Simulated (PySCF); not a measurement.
Compound: C₅H₁₀O.
Numbering: `[CH2:1]=[C:2]([CH3:3])[CH2:4][O:5][CH3:6]` (hydrogens: H7, H8 on C1; H9, H10, H11 on C3; H12, H13 on C4; H14, H15, H16 on C6)

Level of theory: TDDFT PBE0/def2-SVPD, vertical, gas phase, core orbitals frozen in the response in PySCF 2.14.0, density-fitted response routines. One conformer (not necessarily the lowest) at the PBE0-D3(BJ)/def2-SVP geometry, without solvent, vibrations or thermal averaging. Torsions of this conformer, `[CH2:1]=[C:2]([CH3:3])[CH2:4][O:5][CH3:6]`: C1–C2–C4–O5 -132°, C2–C4–O5–C6 -177°.

Task: List the vertical singlet excitations with oscillator strengths and describe the spectrum.

Result: 

| state | E (eV) | E (kJ/mol) | λ (nm) | f | \|μ\| (D) | main configurations (H = HOMO, L = LUMO) |
| --- | --- | --- | --- | --- | --- | --- |
| S1 | 6.52 | 629 | 190.1 | 0.038 | 1.24 | H-1→L (62%), H→L (36%) |
| S2 | 6.83 | 659 | 181.4 | 0.025 | 0.98 | H→L+1 (75%), H-1→L (10%) |
| S3 | 7.08 | 683 | 175.1 | 0.095 | 1.88 | H-1→L+1 (49%), H→L (25%), H-1→L (12%) |
| S4 | 7.26 | 701 | 170.8 | 0.258 | 3.06 | H-1→L+1 (31%), H→L (26%), H→L+2 (19%) |
| S5 | 7.57 | 730 | 163.8 | 0.036 | 1.12 | H→L+2 (68%), H-1→L+1 (16%), H→L+1 (10%) |
| S6 | 7.78 | 751 | 159.4 | 0.019 | 0.80 | H→L+3 (93%) |
| S7 | 7.83 | 756 | 158.3 | 0.0018 | 0.24 | H-1→L+2 (67%), H-2→L (14%), H→L+4 (9%) |
| S8 | 7.85 | 757 | 157.9 | 0.0085 | 0.53 | H-2→L (67%), H-1→L+2 (16%), H-3→L (11%) |
| S9 | 8.13 | 785 | 152.5 | 0.037 | 1.09 | H-1→L+3 (44%), H→L+4 (32%), H→L+5 (9%) |
| S10 | 8.20 | 791 | 151.3 | 0.011 | 0.59 | H→L+4 (48%), H-1→L+3 (21%), H→L+5 (11%) |

Triplets (Tamm–Dancoff): T1 4.25 eV, H→L (81%), H-1→L (9%); T2 6.38 eV, H-1→L (81%), H→L (12%); T3 6.72 eV, H→L+1 (80%); T4 7.00 eV, H-1→L+1 (79%), H→L+2 (15%).

The lowest singlet lies at 6.52 eV (190 nm, vacuum ultraviolet) and is of moderate strength; its leading configuration is HOMO-1→LUMO (62%). The strongest level in the table is S4 at 7.26 eV (171 nm, f = 0.258). Löwdin shares by element: HOMO carbon 68% or more, oxygen 8% (atoms not listed hold the other 23%); LUMO carbon 66% or more, hydrogen 6% or more (atoms not listed hold the other 28%). Weighted by f, the mean energy of these states is 7.29 eV. The listed states span 1.68 eV. The oscillator strengths of these states sum to 0.528; summed over the whole spectrum of an exact calculation they would give the number of electrons, 48 (Thomas–Reiche–Kuhn). All these states lie below the vertical ionisation energy of 9.15 eV (ΔSCF). The window holds the lowest 10 singlets.
